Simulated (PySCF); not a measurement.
Bonds (- single, = double, # triple, : aromatic): C1-P2 1.857 Å, P2-C3 1.856 Å, P2-P4 2.228 Å, P4-F5 1.619 Å, P4-F6 1.616 Å. C1 carries H7, H8, H9; C3 carries H10, H11, H12.

- shielding tensors at PBE0/pcSseg-1 (GIAO)
- geometry from PBE0-D3(BJ)/def2-SVP
- program: PySCF 2.14
- non-relativistic, no solvent, one computed conformer, fast rotation and ring inversion assumed for equivalent nuclei

Referencing at the same level of theory: 13C (184.41 ppm) and 1H (31.27 ppm) against TMS; 31P (310.13 ppm) vs H3PO4; 19F (177.25 ppm) vs CFCl3.

```tsv
atoms	nucleus	count	Hirshfeld charge	δ (ppm)
C1/C3	13C	2	-0.17	?
P2	31P	1	0.09	-70.1
H7/H8/H9/H10/H11/H12	1H	6	0.04	1.06
F5/F6	19F	2	-0.16	?
P4	31P	1	0.29	322.4
```

Estimate the values marked ?.

Answers


- C1/C3: 7.4 ppm, methyl carbon bonded to P
- F5/F6: -114.3 ppm, fluorine bonded to P

Shifts are as computed. Against solution values, carbons near 30 ppm lie about +2 ppm off and those near 130 ppm about +5 ppm. Of 1211 compounds with measured shifts, 218 miss one by over three times the rms of a fit or turn the order of signals round; such compounds aren't used in these exercises. Unscaled 19F shifts against computed CFCl3 carry errors that often reach 10 to 50 ppm. Experimental scales use liquid or dissolved standards, which lie at an offset from isolated H3PO4.
